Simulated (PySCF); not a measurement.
`FC(=C)/N=C\C`, C$_{4}$H$_{6}$FN

Geometry (Å), atoms numbered from 1 in this order:
```xyz
12

C    -2.492    0.031    0.263
C    -1.190   -0.124   -0.001
F    -0.733   -1.353   -0.321
N    -0.300    0.916    0.012
C     0.970    0.830   -0.054
C     1.879   -0.357   -0.124
H    -2.865    1.027    0.493
H    -3.165   -0.826    0.257
H     1.491    1.802   -0.064
H     1.413   -1.287    0.217
H     2.787   -0.155    0.463
H     2.208   -0.504   -1.168
```

The calculation used GIAO KT3/aug-pcSseg-1 magnetisability, rotational g tensor and spin-rotation constants, non-relativistic, gas phase in PySCF. Geometry: PBE0-D3(BJ)/def2-SVP.

(1) Give the nuclear spin-rotation constants along the inertial axes (H = +C I·J) beside the isotropic shieldings.

(2) How do the rotational constants and the g tensor change when H7, H8, H9, H10, H11, H12 are replaced by deuterium?

## Answers

(1) Rotational constants 7.7472, 2.6773, 2.0294 GHz. A star marks the isotopologue with that one atom substituted, in its own axes.
| atom | isotope | Caa (kHz) | Cbb (kHz) | Ccc (kHz) | mean (kHz) | σ (ppm) |
| --- | --- | --- | --- | --- | --- | --- |
| F3 | 19F | 12.687 | 3.404 | 1.913 | 6.001 | 248.7 |
| N4 | 14N | 1.962 | 0.547 | 0.109 | 0.873 | -60.8 |
| H7 | 1H | -0.635 | 0.178 | -0.231 | -0.229 | 26.6 |
| H8 | 1H | -0.007 | -0.045 | -0.233 | -0.095 | 26.7 |
| H9 | 1H | -0.149 | 0.064 | -0.176 | -0.087 | 24.1 |
| H10 | 1H | -0.494 | -0.042 | -0.167 | -0.234 | 28.5 |
| H11 | 1H | -0.045 | -0.285 | -0.137 | -0.156 | 29.4 |
| H12 | 1H | -0.679 | -0.241 | 0.002 | -0.306 | 29.1 |
| C1 | 13C* | 2.145 | 0.939 | 0.302 | 1.129 | 90.8 |
| C2 | 13C* | 2.415 | 1.344 | 0.584 | 1.448 | 20.1 |
| C5 | 13C* | 3.325 | 1.149 | 0.400 | 1.625 | 29.4 |
| C6 | 13C* | 1.403 | 0.367 | 0.323 | 0.698 | 156.8 |

For the geometry as given, no vibrational averaging.

(2) Constants 6.7931, 2.2246, 1.7239 GHz; g -0.0815, -0.0162, -0.0057, against -0.0936, -0.0192, -0.0066 before.
